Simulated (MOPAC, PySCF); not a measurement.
F₄Si, SMILES `F[Si](F)(F)F`, neutral singlet in the gas phase. 

Cartesian coordinates (Å):
```xyz
5

F      1.5152    -0.2971    -0.2693
Si     0.0000     0.0000     0.0000
F     -0.2180     1.5485     0.1061
F     -0.8616    -0.5693    -1.1790
F     -0.4356    -0.6821     1.3422
```
Charge 0, spin multiplicity 1.

All levels are single points at this geometry (B3LYP-D3(BJ)/def2-TZVP); Pople sets use spherical d functions. Orbital energies aren't observables, and empty levels follow the basis.

AM1 in MOPAC gives dipole (D) = 0.00.

**Question.** Estimate the dipole (D) from each of these levels: B3LYP-D3(BJ)/def2-TZVP in PySCF; B3LYP/3-21G in PySCF; B3LYP/6-311+G** in PySCF; BP86/6-31G* in PySCF; PBE/6-31G* in PySCF; SVWN5/6-31G* in PySCF; HF/STO-3G in PySCF; PM6 in MOPAC.

**Answer.** 
```tsv
level	dipole (D)
B3LYP-D3(BJ)/def2-TZVP in PySCF	0.00
B3LYP/3-21G in PySCF	0.00
B3LYP/6-311+G** in PySCF	0.00
BP86/6-31G* in PySCF	0.00
PBE/6-31G* in PySCF	0.00
SVWN5/6-31G* in PySCF	0.00
HF/STO-3G in PySCF	0.00
PM6 in MOPAC	0.00
```
